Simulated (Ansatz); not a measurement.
Steps of a relaxation of `C=COCCCl` with RKS PBE0-D4/def2-TZVP.

```sh
$ ansatz run in.yaml --threads 2 --pin off --events-out ev --progress --plain --max-ram 32768MiB --backend cuda --devices 0, --max-vram 18GiB
```

```yaml
crystal:
  periodic: [false, false, false]
  atoms:
    - {symbol: C, position_ang: [1.027850, 0.909880, -1.799120]}
    - {symbol: C, position_ang: [0.908340, 1.304070, -0.542180]}
    - {symbol: O, position_ang: [0.224640, 0.715900, 0.468090]}
    - {symbol: C, position_ang: [-0.439640, -0.494800, 0.187990]}
    - {symbol: C, position_ang: [-1.088110, -0.992130, 1.468670]}
    - {symbol: Cl, position_ang: [0.141450, -1.595640, 2.607010]}
    - {symbol: H, position_ang: [1.611330, 1.491510, -2.487700]}
    - {symbol: H, position_ang: [0.570530, 0.019390, -2.190610]}
    - {symbol: H, position_ang: [1.378040, 2.206680, -0.175580]}
    - {symbol: H, position_ang: [-1.222590, -0.330010, -0.567740]}
    - {symbol: H, position_ang: [0.268900, -1.240550, -0.196100]}
    - {symbol: H, position_ang: [-1.612910, -0.177170, 1.965970]}
    - {symbol: H, position_ang: [-1.767830, -1.817140, 1.261300]}
basis:
  gaussian: {orbitals: def2-TZVP}
hamiltonian: {xc: pbe0, dispersion: d4}
relax: {f_tol: 0.005, max_steps: 150}
```

Positions (Å) and forces (eV/Å) along the path, 8 of 8 steps:

```xyz
13
step=1 energy=-18822.5287 eV
C     1.028    0.910   -1.799   -0.090   -0.200   -0.106
C     0.908    1.304   -0.542   -0.197   -0.030    0.531
O     0.225    0.716    0.468    0.084    0.006   -0.209
C    -0.440   -0.495    0.188   -0.153   -0.053    0.195
C    -1.088   -0.992    1.469    0.415    0.187   -0.325
Cl    0.141   -1.596    2.607   -0.041   -0.014    0.060
H     1.611    1.492   -2.488    0.163    0.214   -0.087
H     0.571    0.019   -2.191   -0.137   -0.239   -0.046
H     1.378    2.207   -0.176    0.061    0.090    0.014
H    -1.223   -0.330   -0.568    0.045    0.004    0.019
H     0.269   -1.241   -0.196   -0.070    0.045   -0.001
H    -1.613   -0.177    1.966   -0.062   -0.053   -0.023
H    -1.768   -1.817    1.261   -0.017    0.041   -0.022
13
step=2 energy=-18822.5425 eV
C     1.016    0.896   -1.790   -0.043   -0.105   -0.094
C     0.907    1.305   -0.533   -0.046   -0.003    0.240
O     0.231    0.721    0.478    0.053    0.007   -0.145
C    -0.435   -0.484    0.186   -0.021   -0.048    0.214
C    -1.072   -0.990    1.458    0.102    0.077   -0.155
Cl    0.135   -1.590    2.622   -0.028    0.024   -0.044
H     1.600    1.478   -2.486    0.045    0.071    0.001
H     0.551   -0.003   -2.170   -0.033   -0.039    0.003
H     1.387    2.208   -0.174    0.016    0.033   -0.028
H    -1.220   -0.308   -0.565    0.007   -0.002    0.020
H     0.267   -1.225   -0.212   -0.014    0.020   -0.017
H    -1.621   -0.188    1.950   -0.026   -0.030   -0.001
H    -1.745   -1.817    1.236   -0.013   -0.006    0.005
13
step=3 energy=-18822.5452 eV
C     1.008    0.887   -1.786   -0.007   -0.013   -0.021
C     0.914    1.301   -0.526   -0.040    0.021   -0.010
O     0.242    0.723    0.486    0.018   -0.017   -0.013
C    -0.429   -0.478    0.192    0.003    0.002    0.015
C    -1.070   -0.990    1.450    0.003    0.002    0.026
Cl    0.131   -1.580    2.624   -0.015    0.009   -0.007
H     1.590    1.472   -2.486   -0.010   -0.005    0.030
H     0.531   -0.009   -2.160    0.027    0.030    0.016
H     1.394    2.210   -0.179    0.021   -0.022   -0.021
H    -1.212   -0.296   -0.557   -0.005    0.009   -0.012
H     0.270   -1.218   -0.215    0.004    0.000   -0.004
H    -1.638   -0.199    1.939   -0.003   -0.013    0.002
H    -1.732   -1.823    1.219    0.005   -0.003   -0.001
13
step=4 energy=-18822.5455 eV
C     1.003    0.889   -1.788    0.007   -0.001   -0.007
C     0.911    1.303   -0.528    0.040   -0.025    0.000
O     0.244    0.722    0.486   -0.006    0.002    0.014
C    -0.429   -0.477    0.194    0.003    0.012   -0.026
C    -1.070   -0.990    1.449   -0.011   -0.007    0.038
Cl    0.130   -1.572    2.628   -0.005    0.005   -0.003
H     1.589    1.473   -2.485   -0.013   -0.005    0.014
H     0.530   -0.010   -2.160    0.001    0.026   -0.001
H     1.406    2.203   -0.180   -0.021    0.002   -0.018
H    -1.212   -0.293   -0.555   -0.004    0.002   -0.006
H     0.269   -1.216   -0.216    0.003   -0.006    0.002
H    -1.646   -0.205    1.937    0.001   -0.003   -0.002
H    -1.726   -1.829    1.217    0.006   -0.001   -0.004
13
step=5 energy=-18822.5457 eV
C     1.004    0.890   -1.789    0.000    0.001   -0.005
C     0.915    1.300   -0.528    0.005   -0.005    0.002
O     0.247    0.720    0.486    0.004    0.002    0.010
C    -0.428   -0.478    0.194    0.006    0.006   -0.014
C    -1.071   -0.990    1.450   -0.008   -0.004    0.019
Cl    0.127   -1.569    2.632   -0.003    0.005   -0.005
H     1.587    1.476   -2.485   -0.003   -0.001    0.005
H     0.526   -0.005   -2.163    0.002    0.005   -0.002
H     1.407    2.202   -0.181   -0.004   -0.001   -0.006
H    -1.211   -0.293   -0.556   -0.002    0.000    0.001
H     0.270   -1.218   -0.214    0.001   -0.005    0.001
H    -1.649   -0.205    1.936    0.000    0.000   -0.003
H    -1.725   -1.830    1.218    0.003   -0.002   -0.002
13
step=6 energy=-18822.5458 eV
C     1.002    0.891   -1.790   -0.001    0.003    0.006
C     0.917    1.298   -0.527   -0.004    0.001   -0.005
O     0.250    0.718    0.487    0.004    0.000    0.006
C    -0.427   -0.479    0.194    0.002    0.002   -0.007
C    -1.071   -0.990    1.450   -0.003   -0.003    0.006
Cl    0.125   -1.564    2.636   -0.002    0.002   -0.002
H     1.585    1.479   -2.485    0.001    0.001   -0.002
H     0.523   -0.002   -2.166    0.000   -0.004   -0.003
H     1.410    2.200   -0.181    0.001   -0.001    0.001
H    -1.209   -0.293   -0.556    0.001    0.000    0.003
H     0.270   -1.221   -0.213   -0.001   -0.001    0.000
H    -1.653   -0.206    1.933    0.000    0.001   -0.002
H    -1.723   -1.832    1.217    0.002   -0.001    0.000
13
step=7 energy=-18822.5458 eV
C     1.001    0.892   -1.790    0.000    0.002    0.006
C     0.918    1.298   -0.527   -0.002    0.003   -0.005
O     0.252    0.717    0.488    0.002   -0.002    0.003
C    -0.425   -0.480    0.195    0.000    0.000   -0.002
C    -1.072   -0.990    1.450   -0.001   -0.001    0.000
Cl    0.124   -1.560    2.639   -0.001    0.000   -0.001
H     1.583    1.481   -2.485    0.001    0.000   -0.003
H     0.520    0.000   -2.168   -0.001   -0.003   -0.002
H     1.413    2.198   -0.181    0.001    0.000    0.003
H    -1.207   -0.293   -0.556    0.001    0.000    0.001
H     0.270   -1.222   -0.213   -0.001    0.000    0.000
H    -1.656   -0.206    1.931    0.000    0.001   -0.001
H    -1.721   -1.833    1.217    0.001    0.000    0.001
13
step=8 energy=-18822.5458 eV
C     1.000    0.892   -1.790    0.000    0.001    0.002
C     0.918    1.297   -0.527    0.000    0.002   -0.003
O     0.254    0.716    0.488    0.001   -0.002    0.000
C    -0.425   -0.480    0.195   -0.001   -0.001    0.001
C    -1.072   -0.990    1.450    0.000    0.001   -0.002
Cl    0.122   -1.559    2.640    0.000    0.000    0.000
H     1.582    1.482   -2.485    0.000    0.000   -0.001
H     0.519    0.001   -2.168    0.000   -0.001    0.000
H     1.414    2.197   -0.180    0.000    0.000    0.002
H    -1.206   -0.293   -0.556    0.001    0.000    0.000
H     0.271   -1.224   -0.212    0.000    0.000    0.000
H    -1.657   -0.206    1.929    0.000    0.000    0.000
H    -1.721   -1.834    1.217    0.000    0.000    0.000
```

It took 16 s on 2 threads of an AMD EPYC 7R13 on a shared host and a share of an NVIDIA H100 80 GB, with 0.85 GiB of host memory at the peak.
